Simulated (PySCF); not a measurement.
Unknown compound

An unknown has the formula C₅H₈O. Its calculated NMR data are:

1H NMR (300 MHz, computed): δ 7.56 (m, 1H), 6.45 (d, 1H), 2.12 (s, 3H), 1.97 (d, 3H).

13C{1H} NMR (computed): δ 201.0 (C), 154.0 (CH), 134.6 (CH), 32.7 (CH3), 21.8 (CH3).

One computed conformer, fast rotation and ring inversion assumed for equivalent nuclei, non-relativistic, in vacuum. Structure optimised with PBE0-D3(BJ)/def2-TZVP; GIAO B97-2/pcSseg-2 shieldings; PySCF.

References, each an isolated molecule treated in the same way: 1H (σ = 31.64 ppm) and 13C (σ = 185.38 ppm) against TMS.

Problem. Choose the structure that fits.
A. CC(=O)C1CC1
B. C=CC(=O)CC
C. C/C=C/C(C)=O

Solution. C. 

1. The formula gives 2 degrees of unsaturation (no ring in the answer).
2. 5 carbon signals for 5 carbons: no two carbons are equivalent.
3. Carbon types of the structure: 1 × C, 2 × CH, 2 × CH3, which accounts for all hydrogens.
4. δC 201.0: ketone carbonyl carbon; the double bond to the heteroatom, with no lone-pair donor beside it, deshields it most.
5. δC 154.0: β carbon of a C=C–C=O unit; conjugation with the carbonyl draws π density from the β position.
6. δC 134.6: α carbon of a C=C–C=O unit; an sp2 carbon of a C=C bond.
7. δC 21.8: allylic methyl carbon; saturated and bonded to C and H only.
8. δH 2.12: hydrogen on a methyl carbon α to a carbonyl; α to C=O.

The others: C=CC(=O)CC would give 5 signals for carbon-bound and other non-exchanging H, not 4; CC(=O)C1CC1 would give 4 carbon signals, not 5.

Shifts are as computed. Against solution values, carbons near 30 ppm lie about +3 ppm off and those near 130 ppm about +7 ppm. Of 1211 compounds with measured shifts, 218 miss one by over three times the rms of a fit or turn the order of signals round; such compounds aren't used in these exercises. No couplings were computed; multiplicities are counted from neighbouring protons, with m where these are inequivalent, close in shift, in a saturated or five-membered ring or joined by F or P, and br s for small geminal =CH2 splittings.
